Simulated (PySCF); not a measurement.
# Computed and published core binding energies of `FS(F)(F)F`

What was measured (core binding energies): S 1s of S2 2486.90 eV [1]. Sources and the comparison follow the method.

Compound: SF4.
SMILES with atom numbers: `[F:1][S:2]([F:3])([F:4])[F:5]`

The calculation used delta-SCF UKS SCAN, pcX-3 on the ionised atom, pcseg-2 elsewhere, spin-free X2C in PySCF 2.14.0. These are vertical core ionisation energies against the vacuum level, from separate self-consistent calculations with and without the core hole.

```
atom           environment  level  this calculation (eV)  reference (eV)  difference (eV)  source
  S2  sulfur bonded to 4 F   S 1s                2486.23         2486.90            -0.67     [1]
```

[1] measured, gas; Cunha, Hait, Kang, Mao, Head-Gordon, J. Phys. Chem. Lett. 2022, 13, 3438 (arXiv:2111.08405)

Task: How well does this level of theory reproduce the measurements here?

Result: The one measured value differs by -0.67 eV, too little evidence for a typical error. The calculation is vertical and has no vibrational structure, and measured positions depend on the energy calibration.

Task: What does the calculation give for the levels without a reference value here?

Result: F1/F3 F 1s 695.04 eV; F4/F5 F 1s 692.77 eV.

The listed F 1s values span 2.27 eV, from F4/F5 (bonded to S) to F1/F3 (bonded to S). Summing the Pauling electronegativity differences to the bonded atoms, each weighted by its formal bond order, gives -1.40 for the lowest site and -1.40 for the highest; the sum is the same at every site.

Atoms equivalent by their bonding share one computed value, that of the first of them. Not every level is listed. Isolated species at its PBE0-D3(BJ)/def2-TZVP geometry, gas phase.
